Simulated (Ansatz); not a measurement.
Bond stretch in SiO, singlet.

Computed with CCSDT(Q) on UHF/cc-pVTZ, frozen core run with Ansatz (an electronic-structure program).

Question: Relative to R = 1.53 Å, what are the energies at R = 1.14, 1.37, 1.75, 1.87 Å?

Answer: 355.5 mEh at 1.14 Å, 35.3 mEh at 1.37 Å, 30.2 mEh at 1.75 Å, 58.2 mEh at 1.87 Å.

The unrestricted solution behind UCCSDT(Q) changes between 2.29 and 2.50 Å, which can leave a kink. The unrestricted determinant behind UCCSDT(Q) is spin-contaminated at 1.75 to 6.02 Å (<S²> up to 2.0, against 0.00 for a pure singlet).
